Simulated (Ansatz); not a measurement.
## AlCu₄: computed properties

These are results of DFT PBEsol, scalar-relativistic, plane waves, PAW in Ansatz 0.2.0, not measurements.

Settings: cutoff 420 eV, Γ-centred mesh 6×6×6 on the computed 20-atom cell, Gaussian smearing of 0.10 eV; no spin polarisation.

The structure is relaxed at this level of theory with its symmetry kept. Whether it is the stable form of this composition wasn't checked.

```
CELL_PARAMETERS angstrom
6.22468 0.00000 0.00000
0.00000 6.22468 0.00000
0.00000 0.00000 6.22468
ATOMIC_POSITIONS crystal
Al 0.43981 0.93981 0.56019
Al 0.93981 0.56019 0.43981
Al 0.56019 0.43981 0.93981
Al 0.06019 0.06019 0.06019
Cu 0.80876 0.30876 0.19124
Cu 0.30876 0.19124 0.80876
Cu 0.19124 0.80876 0.30876
Cu 0.69124 0.69124 0.69124
Cu 0.04722 0.87535 0.70084
Cu 0.29916 0.54722 0.62465
Cu 0.37535 0.79916 0.95278
Cu 0.54722 0.62465 0.29916
Cu 0.79916 0.95278 0.37535
Cu 0.87535 0.70084 0.04722
Cu 0.95278 0.37535 0.79916
Cu 0.70084 0.04722 0.87535
Cu 0.62465 0.29916 0.54722
Cu 0.45278 0.12465 0.20084
Cu 0.20084 0.45278 0.12465
Cu 0.12465 0.20084 0.45278
```

Task: Formation energy from the elements' standard states (uncorrected)?

Result: -0.118 eV/atom.

Task: Density of states at the Fermi level?

Result: 5.17 states/eV per cell.

Task: Löwdin character within 0.5 eV of the Fermi level?

Result: Al 3p 32 %, Cu 3d 28 %, Cu 4s 17 %, unprojected 17 %.

Task: Bulk modulus?

Result: 148 GPa.

Task: Its pressure derivative?

Result: 4.7.